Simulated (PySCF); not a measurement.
# FH: the cost of one run

Programs: PySCF 2.14.0, with density-fitted response routines of our own. Each step states its level of theory. These are calculated values for one molecule in the gas phase, unless marked as measured. Atoms count from 0, in the outputs and in this text.

### Step 1. Starting geometry

2 atoms, charge 0, multiplicity 1; geometry from: GFN2-xTB.

Bonds of the start (Å): F0–H1 0.93.

### Step 2. Optimising the geometry at PBE0-D3(BJ)/def2-SVP

The job: settings as JSON, then the geometry in Å.

```
{"job": {"xc": "PBE0", "basis": "def2-SVP", "d3": "d3bj", "grid": 1, "kind": "geom"}, "charge": 0, "multiplicity": 1}
F      0.468850    -0.005600    -0.005900
H     -0.463330     0.008140    -0.022390
```

Launch:

```console
$ OMP_NUM_THREADS=1 python probes_run.py task.json out
```

One launch serves the whole session: the jobs run in the order shown.

**Question.** How long does this first job take on 1 thread of Arm Neoverse N1, shared host, and how much memory does it need?

About 1.1 s, with a peak of 0.21 GiB.
